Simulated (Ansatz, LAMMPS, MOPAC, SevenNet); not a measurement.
Equilibrium volume per atom of corundum (α-Al2O3): levels of theory against measurement

Reference value: 8.49 Å³/atom (measured, 300 K, copied from a table, unchecked, not corrected to a static lattice; as tabulated in BurnMan's mineral tables).

```json
[
 {"level (code)": "ionic model bush1994 (shell model, LAMMPS)", "value (Å³/atom)": "8.73"},
 {"level (code)": "MNDO semi-empirical Hartree-Fock (MOPAC)", "value (Å³/atom)": "8.93"},
 {"level (code)": "SevenNet-l3i5", "value (Å³/atom)": "8.75"},
 {"level (code)": "LDA (Ansatz)", "value (Å³/atom)": "8.32"},
 {"level (code)": "PBE (Ansatz)", "value (Å³/atom)": "8.76"},
 {"level (code)": "rVV10 (Ansatz)", "value (Å³/atom)": "[?]"},
 {"level (code)": "r²SCAN+rVV10 (Ansatz)", "value (Å³/atom)": "[?]"}
]
```

Question: Some entries are withheld; supply them.

Answer: 
- rVV10 (Ansatz, a first-principles code), value (Å³/atom): 8.81
- r²SCAN+rVV10 (Ansatz), value (Å³/atom): 8.46

Differences against the reference: ionic model bush1994 +2.8 %, MNDO semi-empirical Hartree-Fock (MOPAC) +5.2 %, SevenNet-l3i5 +3.1 %, LDA -2.0 %, PBE +3.2 %, rVV10 +3.8 %, r²SCAN+rVV10 -0.4 %.

The reference is not for a static lattice or low temperature, so close values are not ranked against it.

The measured value isn't corrected to a static lattice, so vibrations enter the comparison. A static lattice is as a rule a little smaller than the measured one.  MNDO semi-empirical Hartree-Fock (MOPAC): the method was fitted mainly to molecules. MNDO semi-empirical Hartree-Fock (MOPAC): the run uses a supercell at the zone centre in place of a k mesh. Cutoffs differ between the levels. Ansatz's density-functional and Hartree–Fock values are scalar-relativistic unless marked +SOC, with PAW data made under PBE.

Empirical potentials (ionic model bush1994) are fitted to chosen data: where that held the value shown, agreement is built in, and what lay outside the fit can be far off. Machine-learned potentials (SevenNet-l3i5) are trained on DFT data: a solid inside that data is no test of them.

Differences are worked out from the printed values.
